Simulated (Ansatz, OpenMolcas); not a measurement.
# The same job for Ansatz

This OpenMolcas 26.06 job computes singlet BH2O+:

coord.xyz:
```
4

B     -0.006100    -0.485500     0.388300
O      0.119700     0.544500    -0.448600
H     -1.064200    -1.032400     0.540300
H      1.006100     0.913200    -0.500300
```

step1.inp:
```
&gateway
 baslib=$CurrDir
 coord=coord.xyz
 basis=cc-pVTZ
 group=NoSym

&seward

&scf
 charge=1
 prorbitals=1 2
```

```bash
$ export MOLCAS_MEM=1860
$ pymolcas step1.inp > step1.log
```

(Basis files named in the input come from the Basis Set Exchange and aren't shown.)

The coordinates come from a PBE0-D4/def2-TZVP relaxation. That shape belongs to the parent species and isn't relaxed for this state.

It gives a total energy of -100.428046 Eh.

Q: Write the same calculation for Ansatz 0.2.0 as an input file of the program's own.

A: One way, which was run:

run.yaml:
```yaml
crystal:
  periodic: [false, false, false]
  atoms:
    - {symbol: B, position_ang: [-0.006100, -0.485500, 0.388300]}
    - {symbol: O, position_ang: [0.119700, 0.544500, -0.448600]}
    - {symbol: H, position_ang: [-1.064200, -1.032400, 0.540300]}
    - {symbol: H, position_ang: [1.006100, 0.913200, -0.500300]}
basis:
  gaussian: {orbitals: cc-pVTZ}
total_charge: 1
hamiltonian: {xc: hf}
accuracy: high
output: {orbitals: {seedname: orbitals}}
```

```bash
$ ansatz run run.yaml --threads 1 --pin off --max-ram 3480MiB --events-out events.jsonl --progress --plain --runs-dir runs
```

Its energy is -100.428046 Eh, the same as the first but for the last digit, at most.
